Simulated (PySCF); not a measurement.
Species: isothiofulminic acid, CHNS.
Cartesian coordinates in Å at the PBE0-D3(BJ)/def2-SVP level; atoms count from 1:
```
atom  x, y, z in Å
C1     1.803   -0.112   -0.405
N2     0.636    0.062   -0.405
S3    -0.980    0.411   -0.529
H4    -1.376   -0.451    0.437
```

Theory: core-valence-separated Tamm–Dancoff BHandHLYP/aug-pcX-1 (pcseg-1 on H, def2-SVPD on S) in PySCF, non-relativistic, gas phase, PBE0-D3(BJ)/def2-SVP geometry. BHandHLYP without relativity tends to put these K edges a few eV too low, so spacings mean more than positions.

The lowest roots of each edge with f over 0.003 (five at most, numbered afresh; weaker and dark ones are left out), with transition dipoles (au) in the frame of the coordinates:

```
root  edge  E (eV)       μx       μy       μz
   1     C  282.80  -0.0150  -0.0737   0.0798
   2     C  283.46   0.0112   0.0769   0.0732
   3     C  286.89  -0.0384   0.0112  -0.0060
   4     C  288.80   0.0205   0.0018  -0.0050
   5     C  288.99   0.0021  -0.0178   0.0183
   6     N  398.86   0.0315   0.0309  -0.0380
   7     N  399.05   0.0072   0.0510   0.0477
   8     N  399.33  -0.0412   0.0313  -0.0276
   9     N  403.48  -0.0076  -0.0116   0.0134
```

Q: What are the oscillator strengths?

A: f = (2/3) ΔE |μ|², with ΔE in hartree (27.2114 eV):

```
root  ΔE (Eh)  |μ|² (au)      f  core hole on
   1  10.3928   0.012019  0.083            C1
   2  10.4170   0.011399  0.079            C1
   3  10.5430   0.001633  0.011            C1
   4  10.6132   0.000448  0.003            C1
   5  10.6203   0.000655  0.005            C1
   6  14.6577   0.003392  0.033            N2
   7  14.6649   0.004929  0.048            N2
   8  14.6753   0.003441  0.034            N2
   9  14.8275   0.000374  0.004            N2
```

Q: What is the unit vector of the normal of the molecular plane, and which share of each root's |μ|² lies along it?

A: (0.10, 0.72, 0.69), up to sign.

```
root  core hole on  share along it  final orbital under reflection in the plane
   1            C1            0.00                                         even
   2            C1            1.00                                          odd
   3            C1            0.00                                         even
   4            C1            0.00                                         even
   5            C1            0.00                                         even
   6            N2            0.00                                         even
   7            N2            1.00                                          odd
   8            N2            0.00                                         even
   9            N2            0.00                                         even
```

The 1s orbitals of atoms in the plane are even under the reflection, so light polarised along the normal reaches odd orbitals alone (the out-of-plane π set) and light polarised in the plane even ones.

Q: For fixed molecules, how does the intensity of root 2 change when the electric field is turned 20° away from the normal of the molecular plane?

A: Intensity goes as (E·μ)², and μ lies along that direction, so it falls to cos²20° = 0.88 of its maximum; it vanishes at 90°.

Q: Molecules are fixed in this frame and the field points along (0, 1, 1)/√2. What effective strengths 3 f cos²θ do the roots have (θ between field and μ)?

A: root 1 (C1): 0.000, root 2 (C1): 0.235, root 3 (C1): 0.000, root 4 (C1): 0.000, root 5 (C1): 0.000, root 6 (N2): 0.001, root 7 (N2): 0.143, root 8 (N2): 0.000, root 9 (N2): 0.000. Root 2 is the strongest. Averaged over all orientations cos²θ is 1/3, which gives f back.

